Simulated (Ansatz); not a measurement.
**How far each method lies from UCCSDT(Q) for [CH₃···H···N], quartet**

Geometry: a point of a hydrogen-transfer path between rigid fragments, not a stationary point.

```xyz
6

C    -1.2767    0.0000    0.0000
H    -1.6399    1.0273    0.0000
H    -1.6399   -0.5137    0.8897
H    -1.6399   -0.5137   -0.8897
H     0.3813    0.0000    0.0000
N     1.4213    0.0000    0.0000
```

Basis cc-pVDZ; Ansatz 0.2.0. Only valence electrons are correlated (noble-gas cores frozen), which leaves 13 electrons in 46 orbitals. R marks a restricted (for open shells ROHF) determinant, U an unrestricted one. Active spaces: pair = (5e, 5o) about the gap.

Full CI isn't at hand for all of this; UCCSDT(Q) serves as the reference, and is uncertain by about the last step of the cluster series. The frozen core follows each run's orbitals, which can shift R against U totals by a few meV.

For open shells CISD is restricted-active-space CI with the open shells as a complete middle space.

The UHF ⟨S²⟩ is 3.781, the T1 diagnostic (RCCSD) is 0.0243 and the largest doubles amplitude (RCCSD) is 0.037. The T1 diagnostic (UCCSD) is 0.0147.

| level | E − E(RHF) (eV) |
| --- | --- |
| UHF | -0.3406 |
| RMP2 | -6.8271 |
| UMP2 | -6.8329 |
| RCCSD | -7.9688 |
| UCCSD | -7.9745 |
| RCCSD(T) | -8.1176 |
| UCCSD(T) | -8.1190 |

**Question.** Estimate how far UCCSDT(Q) in cc-pVDZ lies from RCCSD(T). The table doesn't fix it; the size of (T) and the diagnostics are the guide.

**Answer.** UCCSDT(Q) in cc-pVDZ lies 3.1 kJ/mol below RCCSD(T), which is 21 % of the (T) step (-14.4 kJ/mol). The diagnostics are small and one determinant leads, so the series closes fast and only a small part of (T) is left.

The other levels:

```csv
level,E − E(UCCSDT(Q)) (kJ/mol),share of correlation (%),wall time
CISD,73.8,90.61,20 s
BCCD(T),3.0,99.62,2 s
RCCSDT,0.9,99.89,–
UCCSDT,0.7,99.91,–
RCCSDT(Q),0.2,99.97,63 s
CASSCF (pair space),721.0,8.30,–
NEVPT2 (pair space),121.6,84.53,0.75 s
MRCISD (pair space),65.1,91.72,–
MRCISD+Q (pair space),6.5,99.18,1.5 s
```

The correlation energy at UCCSDT(Q), counted from RHF, is -8.149 eV. That run took 53 s on 1 thread of Intel Xeon Platinum 8259CL, shared host.

Times hold each run's SCF and search for its determinant on a shared host, so for small cases they say little of a method's own cost; they ran on 1 thread of Intel Xeon Platinum 8259CL.
